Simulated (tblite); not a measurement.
# BrClHO: the cost of one run

Computed with tblite 0.8.0 and PySCF 2.14.0; each step states its level. No surroundings beyond the atoms listed, unless a continuum is named. Atoms count from 0, parts from 1.

### Step 1. The system as given

4 atoms, charge -1, multiplicity 1; geometry: rigid parts in contact. Parts: 1 = atoms 0–1, `ClBr`, charge 0; 2 = atoms 2–3, `[OH-]`, charge -1.

### Step 2. Search for minima with GFN2-xTB

The job: settings as JSON, then the geometry in Å.

```
{"job": {"kind": "dock", "xc": "GFN2-xTB", "basis": "xTB"}, "charge": -1, "multiplicity": 1, "parts": [{"atoms": "0-1", "charge": 0, "multiplicity": 1}, {"atoms": "2-3", "charge": -1, "multiplicity": 1}]}
Br     1.067791     0.004440     0.001299
Cl    -1.067791    -0.004440    -0.001299
O      3.574042     0.314071    -0.710044
H      3.877267    -0.597473    -0.521642
```

Method: GFN2-xTB search for minima from random contacts, gas phase.

The run is started by

```bash
OMP_NUM_THREADS=1 python cluster_run.py task.json out
```

One launch serves the whole session: the jobs run in the order shown.

Q: Estimate the wall time of this first job on 1 thread of AMD EPYC 9R14, shared host.

About 5.8 s.
